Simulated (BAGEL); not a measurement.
# C3H2FN (SMILES C=C(F)C#N): HF/STO-3G (density fitting with qzvpp-jkfit)

What is the energy change on altering one bond length of C3H2FN at HF/STO-3G (density fitting with qzvpp-jkfit)? 

The calculation is run with BAGEL 1.2.2.

2 further runs of the same task are left out: 2 set aside as unsound or not needed.

**1. The structure to begin with**

The species is C3H2FN (7 atoms), meant as a singlet with charge 0. SMILES: `C=C(F)C#N`. The shape is that of a GFN2-xTB optimisation.

Bond lengths: C1–C2 1.327 Å, C2–F3 1.346 Å, C2–C4 1.421 Å, C4–N5 1.145 Å, C1–H6 1.074 Å, C1–H7 1.076 Å. Angles: C1–C2–F3 121.3°, C1–C2–C4 124.0°, F3–C2–C4 114.6°, C2–C4–N5 179.4°, C2–C1–H6 120.6°, C2–C1–H7 120.9°, H6–C1–H7 118.5°.

**2. A single-point energy at HF/STO-3G (density fitting with qzvpp-jkfit)**

The input, input.json:

```json
{ "bagel" : [

{
  "title" : "molecule",
  "basis" : "sto-3g",
  "df_basis" : "qzvpp-jkfit",
  "angstrom" : "true",
  "geometry" : [
    { "atom" : "C", "xyz" : [    0.811480,   -0.135480,    0.675270 ] },
    { "atom" : "C", "xyz" : [   -0.170530,   -0.354170,   -0.189770 ] },
    { "atom" : "F", "xyz" : [   -0.473520,   -1.597990,   -0.604850 ] },
    { "atom" : "C", "xyz" : [   -0.979290,    0.671270,   -0.750470 ] },
    { "atom" : "N", "xyz" : [   -1.623990,    1.504920,   -1.196950 ] },
    { "atom" : "H", "xyz" : [    1.043180,    0.862200,    0.998460 ] },
    { "atom" : "H", "xyz" : [    1.392680,   -0.950760,    1.068310 ] }
  ]
},
{
  "title" : "hf",
  "charge" : 0
},
{
  "title" : "print",
  "file" : "orbitals.molden",
  "orbitals" : "true"
}

]}
```

Started as:

```bash
$ BAGEL_NUM_THREADS=1 BAGEL input.json > input.out
```

The log of the run:

```text
* using 1 threads per process

  ===============================================================
  ===============================================================

  *** Geometry ***

  { "atom" : "C", "xyz" : [      1.533475,     -0.256020,      1.276075 ] },
  { "atom" : "C", "xyz" : [     -0.322255,     -0.669284,     -0.358613 ] },
  { "atom" : "F", "xyz" : [     -0.894823,     -3.019763,     -1.143001 ] },
  { "atom" : "C", "xyz" : [     -1.850590,      1.268516,     -1.418183 ] },
  { "atom" : "N", "xyz" : [     -3.068896,      2.843887,     -2.261908 ] },
  { "atom" : "H", "xyz" : [      1.971324,      1.629322,      1.886816 ] },
  { "atom" : "H", "xyz" : [      2.631784,     -1.796676,      2.018813 ] },

  Number of auxiliary basis functions:      415

  Since a DF basis is specified, we compute 2- and 3-index integrals:
    o Being stored without compression. Storage requirement is 0.002 GB

  Number of basis functions:       27
  Number of electrons      :       36

    * METHOD: MOLECULE                             0.23

  *** RHF ***

  === Nuclear Repulsion ===
   142.2618623966

      * DIIS with orbital gradients will be used.

  === RHF iteration (sto-3g) ===
      0       -264.89844626          0.03164769           0.03
      1       -264.97281392          0.02651480           0.03
      2       -265.07658728          0.00249858           0.03
      3       -265.07843174          0.00066187           0.03
      4       -265.07864670          0.00016007           0.02
      5       -265.07865738          0.00005031           0.02
      6       -265.07865810          0.00002029           0.02
      7       -265.07865824          0.00000567           0.02
      8       -265.07865826          0.00000262           0.03
      9       -265.07865827          0.00000097           0.03
     10       -265.07865827          0.00000037           0.03
     11       -265.07865827          0.00000011           0.03
     12       -265.07865827          0.00000005           0.02
     13       -265.07865827          0.00000002           0.02
     14       -265.07865827          0.00000000           0.02
    * SCF iteration converged.

    * Permanent dipole moment:
           (   -0.752628,     0.392360,    -0.593344) a.u.

    * METHOD: HF                                   0.52

    * METHOD: PRINT                                0.00

  ===============================================================
```

Wall time 1.2 s (1 thread of Intel Xeon at 2.50GHz (Skylake/Cascade Lake), shared host).

**3. The distorted shape**

The input, job.json:

```json
{ "bagel" : [

{
  "title" : "molecule",
  "basis" : "sto-3g",
  "df_basis" : "qzvpp-jkfit",
  "angstrom" : "true",
  "geometry" : [
    { "atom" : "C", "xyz" : [    0.776728,   -0.285119,    0.626796 ] },
    { "atom" : "C", "xyz" : [   -0.205282,   -0.503809,   -0.238244 ] },
    { "atom" : "F", "xyz" : [   -0.508272,   -1.747629,   -0.653324 ] },
    { "atom" : "C", "xyz" : [   -1.014042,    0.521631,   -0.798944 ] },
    { "atom" : "N", "xyz" : [   -1.658742,    1.355281,   -1.245424 ] },
    { "atom" : "H", "xyz" : [    1.043180,    0.862200,    0.998460 ] },
    { "atom" : "H", "xyz" : [    1.357928,   -1.100399,    1.019836 ] }
  ]
},
{
  "title" : "hf"
},
{
  "title" : "print",
  "file" : "orbitals.molden",
  "orbitals" : "true"
}

]}
```

Started as:

```bash
$ BAGEL_NUM_THREADS=1 BAGEL job.json > job.out
```

The log of the run:

```text
* using 1 threads per process

  ===============================================================
  ===============================================================

  *** Geometry ***

  { "atom" : "C", "xyz" : [      1.467803,     -0.538797,      1.184473 ] },
  { "atom" : "C", "xyz" : [     -0.387927,     -0.952061,     -0.450216 ] },
  { "atom" : "F", "xyz" : [     -0.960495,     -3.302540,     -1.234603 ] },
  { "atom" : "C", "xyz" : [     -1.916262,      0.985740,     -1.509785 ] },
  { "atom" : "N", "xyz" : [     -3.134568,      2.561110,     -2.353510 ] },
  { "atom" : "H", "xyz" : [      1.971324,      1.629322,      1.886816 ] },
  { "atom" : "H", "xyz" : [      2.566112,     -2.079453,      1.927211 ] },

  Number of auxiliary basis functions:      415

  Since a DF basis is specified, we compute 2- and 3-index integrals:
    o Being stored without compression. Storage requirement is 0.002 GB

  Number of basis functions:       27
  Number of electrons      :       36

    * METHOD: MOLECULE                             0.55

  *** RHF ***

  === Nuclear Repulsion ===
   141.6588323895

      * DIIS with orbital gradients will be used.

  === RHF iteration (sto-3g) ===
      0       -264.88175893          0.03155799           0.07
      1       -264.95667232          0.02643410           0.06
      2       -265.05991739          0.00252375           0.06
      3       -265.06180194          0.00066240           0.03
      4       -265.06201407          0.00014931           0.06
      5       -265.06202414          0.00003284           0.03
      6       -265.06202445          0.00001621           0.04
      7       -265.06202452          0.00000563           0.03
      8       -265.06202454          0.00000280           0.03
      9       -265.06202455          0.00000140           0.03
     10       -265.06202455          0.00000061           0.04
     11       -265.06202455          0.00000017           0.03
     12       -265.06202455          0.00000005           0.04
     13       -265.06202455          0.00000002           0.03
     14       -265.06202455          0.00000001           0.03
    * SCF iteration converged.

    * Permanent dipole moment:
           (   -0.786737,     0.378361,    -0.624205) a.u.

    * METHOD: HF                                   0.94

    * METHOD: PRINT                                0.00

  ===============================================================
```

Run time: 2.2 s. Hardware: 1 thread of Intel Xeon at 2.50GHz (Skylake/Cascade Lake), shared host.

**4. Outcome**

Level: HF/STO-3G (density fitting with qzvpp-jkfit).

| quantity | value |
| --- | --- |
| first shape: total energy | -265.07866 Eh |
| first shape: dipole moment | 2.63 D |
| first shape: HOMO energy | -8.96 eV |
| first shape: LUMO energy | 5.87 eV |
| first shape: HOMO–LUMO gap | 14.83 eV |
| distorted shape: total energy | -265.06202 Eh |
| distorted shape: dipole moment | 2.73 D |
| distorted shape: HOMO energy | -8.88 eV |
| distorted shape: LUMO energy | 5.97 eV |
| distorted shape: HOMO–LUMO gap | 14.85 eV |
| energy change with the C1–H6 bond stretched from 1.074 to 1.235 Å | 0.453 eV |

In words: With the C1–H6 bond stretched from 1.074 to 1.235 Å the energy rises by 0.45 eV (10.4 kcal/mol). The first shape isn't relaxed at this level, so the change isn't measured from a minimum. The minimal basis adds a large error of its own.
